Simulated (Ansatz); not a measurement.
## HNB, quartet in cc-pVDZ: errors against RCCSDT(Q)

Geometry: a point of a breathe scan, not a stationary point.

```json
{"atom": "B", "x (Å)": "0.0000", "y (Å)": "0.1395", "z (Å)": "1.5107"}
{"atom": "N", "x (Å)": "0.0000", "y (Å)": "-0.2057", "z (Å)": "-1.0283"}
{"atom": "H", "x (Å)": "0.0000", "y (Å)": "1.3625", "z (Å)": "-1.9146"}
```

Basis cc-pVDZ; Ansatz 0.2.0. Only valence electrons are correlated (noble-gas cores frozen), which leaves 9 electrons in 31 orbitals. Prefix R: restricted or restricted open-shell reference; prefix U: unrestricted. Active spaces: valence = (9e, 9o) chosen from the atoms' valence shells; pair = (5e, 5o) about the gap.

Full CI isn't at hand for all of this; RCCSDT(Q) serves as the reference, and is uncertain by about the last step of the cluster series. The frozen core follows each run's orbitals, which can shift R against U totals by a few meV.

Unrestricted rows (U) aren't spin-pure: their determinants' ⟨S²⟩ exceeds S(S+1) by up to 0.79, so they mix in states of higher spin. For open shells CISD is restricted-active-space CI with the open shells as a complete middle space.

The UHF ⟨S²⟩ is 4.542. The T1 diagnostic (RCCSD) is 0.0643. The largest doubles amplitude (RCCSD) is 0.162. The T1 diagnostic (UCCSD) is 0.0579.

```
   level  E − E(RHF) (eV)
    RMP2          -4.7811
    UMP2          -5.1440
   RCCSD          -6.4958
   UCCSD          -6.5376
RCCSD(T)          -6.7004
UCCSD(T)          -6.6739
```

Q: Estimate how far RCCSDT(Q) in cc-pVDZ lies from RCCSD(T). The table doesn't fix it; the size of (T) and the diagnostics are the guide.

A: RCCSDT(Q) in cc-pVDZ lies 1.53 kcal/mol below RCCSD(T), which is 32 % of the (T) step (-4.72 kcal/mol). T1 is raised, a doubles amplitude is large, and the rest is a large part of (T). The miss exceeds 1 kcal/mol.

The other levels:

```csv
level,E − E(RCCSDT(Q)) (kcal/mol),share of correlation (%),wall time
UHF†,111.57,–,0.81 s
CISD,21.26,86.37,3.2 s
BCCD(T),1.78,98.86,6.5 s
RCCSDT,0.34,99.78,–
UCCSDT,0.20,99.87,–
UCCSDT(Q),0.00,100.00,22 s
CASSCF (pair space),104.34,33.14,–
NEVPT2 (pair space),26.31,83.14,1.1 s
MRCISD (pair space),8.09,94.81,–
MRCISD+Q (pair space),-0.94,100.60,1.4 s
CASSCF (valence space),81.00,48.09,–
NEVPT2 (valence space),17.56,88.74,3.2 s
MRCISD (valence space),3.87,97.52,–
MRCISD+Q (valence space),-0.30,100.19,4.8 s
MRCISD+Q(relaxed) (valence space),-0.77,100.50,6 s
```

A dagger marks rows that describe another state than the reference (another or a broken symmetry, a higher spin or other natural occupations), so the difference isn't the method's error.

The correlation energy at RCCSDT(Q), counted from RHF, is -6.767 eV. That run took 20 s on 1 thread of Arm Neoverse V1, shared host.

Times hold each run's SCF and search for its determinant on a shared host, so for small cases they say little of a method's own cost; they ran on 1 thread of Arm Neoverse V1.

Natural occupations of CASSCF (valence space) about the gap: 1.997 1.892 1.683 1.001 1.000 0.999 0.319 0.056 0.054; effectively unpaired electrons, Σ n²(2−n)², 3.64.
